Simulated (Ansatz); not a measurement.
# CH5B: the cost of one run

All numbers below are computed with Ansatz 0.2.0 (RKS B3LYP/def2-SVP).

**1. The starting structure**

Bond lengths: B1–C2 1.600 Å, C2–H3 1.110 Å, C2–H4 1.110 Å, C2–H5 1.110 Å, B1–H6 1.190 Å, B1–H7 1.190 Å. Angles: B1–C2–H3 109.5°, B1–C2–H4 109.5°, B1–C2–H5 109.5°, H3–C2–H4 109.4°, H3–C2–H5 109.4°, H4–C2–H5 109.4°, C2–B1–H6 120.0°, C2–B1–H7 120.0°, H6–B1–H7 120.0°.

Coordinates:

```xyz
7

B     0.0000    0.0000    0.0000
C     0.0000    0.0000    1.6000
H    -0.9996   -0.3092    1.9705
H     0.7676   -0.7111    1.9705
H     0.2320    1.0203    1.9705
H     1.0305    0.0000   -0.5950
H    -1.0305    0.0000   -0.5950
```

**2. Preparing the start**

input.yaml

```yaml
crystal:
  periodic: [false, false, false]
  atoms:
    - { symbol: B, position_ang: [0.0, 0.0, 0.0] }
    - { symbol: C, position_ang: [0.0, 0.0, 1.6] }
    - { symbol: H, position_ang: [-0.9996, -0.3092, 1.9705] }
    - { symbol: H, position_ang: [0.7676, -0.7111, 1.9705] }
    - { symbol: H, position_ang: [0.232, 1.0203, 1.9705] }
    - { symbol: H, position_ang: [1.0305, 0.0, -0.595] }
    - { symbol: H, position_ang: [-1.0305, 0.0, -0.595] }
basis:
  gaussian: { orbitals: def2-SVP }
hamiltonian:
  xc: b3lyp
relax:
  f_tol: 0.02
  max_steps: 40
```

The run is started by

```
ansatz run input.yaml --threads 1 --pin off --max-ram 2048MiB --backend cpu --events-out ev --progress --plain --runs-dir out
```

What time and memory should one allow on 1 thread of AMD EPYC 9R45 (Zen 5), shared host?

About 3.9 s, with a peak of 0.12 GiB.
